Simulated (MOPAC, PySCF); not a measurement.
C2H6O, SMILES `CCO` (C–C–O–H torsion 58°), neutral singlet in the gas phase. 

Cartesian coordinates (Å):
SMILES: CCO
```xyz
9

C     -0.8202     0.2952    -0.2684
C      0.3316    -0.5131     0.2874
O      1.4571     0.2805     0.6033
H     -1.6889    -0.3421    -0.4534
H     -0.5481     0.7657    -1.2186
H     -1.1102     1.0823     0.4308
H      0.6039    -1.3157    -0.4127
H      0.0398    -0.9918     1.2251
H      1.7349     0.7391    -0.1935
```
Charge 0, multiplicity 1.

All levels are single points at this geometry (PBE0-D3(BJ)/def2-TZVP); Pople sets use spherical d functions. Orbital energies aren't observables, and empty levels follow the basis.

HF/STO-3G in PySCF gives gap (eV) = 25.09.

**Question.** Estimate the gap (eV) from each of these levels: PBE-D3(BJ)/def2-TZVP in PySCF; PBE0-D3(BJ)/def2-TZVP in PySCF; B3LYP/6-311+G** in PySCF; M06-2X/6-31G* in PySCF; PBE/6-31G* in PySCF; SVWN5/6-31G* in PySCF; HF/3-21G in PySCF; HF/6-31G* in PySCF; AM1 in MOPAC; PM3 in MOPAC; PM6 in MOPAC; PM7 in MOPAC.

**Answer.** 
```json
[
 {"level": "PBE-D3(BJ)/def2-TZVP in PySCF", "gap (eV)": "6.36"},
 {"level": "PBE0-D3(BJ)/def2-TZVP in PySCF", "gap (eV)": "8.90"},
 {"level": "B3LYP/6-311+G** in PySCF", "gap (eV)": "7.66"},
 {"level": "M06-2X/6-31G* in PySCF", "gap (eV)": "12.56"},
 {"level": "PBE/6-31G* in PySCF", "gap (eV)": "7.15"},
 {"level": "SVWN5/6-31G* in PySCF", "gap (eV)": "7.05"},
 {"level": "HF/3-21G in PySCF", "gap (eV)": "18.67"},
 {"level": "HF/6-31G* in PySCF", "gap (eV)": "17.95"},
 {"level": "AM1 in MOPAC", "gap (eV)": "14.76"},
 {"level": "PM3 in MOPAC", "gap (eV)": "14.53"},
 {"level": "PM6 in MOPAC", "gap (eV)": "13.46"},
 {"level": "PM7 in MOPAC", "gap (eV)": "13.71"}
]
```
